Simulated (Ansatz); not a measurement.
# Al₂H₃ radical (SMILES [AlH][AlH2]): functionals against CCSD(T) at one geometry

One table from this session's results is given with a row withheld; the runs are named, their logs left out.

Program: Ansatz 0.2.0, Gaussian basis. Level of theory: single points in def2-TZVPP. These are calculated values, not measurements.

Cores are frozen in the correlated methods. Orbitals are unrestricted.

### Where the work starts

SMILES `[AlH][AlH2]`, 5 atoms, charge 0, spin multiplicity 2.

Atoms are counted from 1 here; the program's logs count them from 0.

Bond lengths: Al1–Al2 2.590 Å, Al1–H3 1.626 Å, Al2–H4 1.567 Å, Al2–H5 1.559 Å. Angles: Al2–Al1–H3 170.2°, Al1–Al2–H4 164.4°, Al1–Al2–H5 81.9°, H4–Al2–H5 113.1°.

Coordinates:

```xyz
5

Al    0.63000   -1.07380    0.80230
Al   -0.72150    0.59500   -0.64630
H     1.23130   -2.23700    1.76650
H    -1.75150    1.25080   -1.62900
H     0.50320    1.51070   -0.34230
```

Set-up of the first run:

Input file run/in.yaml:

```yaml
crystal:
  periodic: [false, false, false]
  atoms:
    - {symbol: Al, position_ang: [0.630000, -1.073800, 0.802300]}
    - {symbol: Al, position_ang: [-0.721500, 0.595000, -0.646300]}
    - {symbol: H, position_ang: [1.231300, -2.237000, 1.766500]}
    - {symbol: H, position_ang: [-1.751500, 1.250800, -1.629000]}
    - {symbol: H, position_ang: [0.503200, 1.510700, -0.342300]}
basis:
  gaussian: {orbitals: def2-TZVPP}
magnetization: {spin_polarized: true, initial_magnetization: 1}
correlation: {method: ccsd_t}
scf: {omitted_lower_state_checks: [cluster_reference]}
output: {forces: true}
```

No record of the launch command was kept for these runs.

Among the steps run: CCSD(T)/def2-TZVPP; PBE0-D4/def2-TZVPP; wB97M-V/def2-TZVPP; r2SCAN-D4/def2-TZVPP; PBE-D4/def2-TZVPP; r2SCANh-D4/def2-TZVPP; revPBE-D4/def2-TZVPP.

One of the session's tables, all rows but one given; the rest of the session is left out.

```
    method  RMS force component (eV/Å)  angle to CCSD(T) forces (°)  dipole (D)
   CCSD(T)                       0.580                    reference        1.13
   PBE0-D4                       0.589                          5.6        1.12
   wB97M-V                           ?                            ?           ?
 r2SCAN-D4                       0.588                          6.9        1.12
    PBE-D4                       0.576                         12.3        1.14
r2SCANh-D4                       0.590                          5.4        1.11
 revPBE-D4                       0.574                         13.4        1.12
```

**Question.** Estimate the row for wB97M-V.

As computed: RMS force component (eV/Å): 0.582; angle to CCSD(T) forces (°): 5.9; dipole (D): 1.14. In the column «RMS force component (eV/Å)» it lies between CCSD(T) (0.580) and r2SCAN-D4 (0.588).
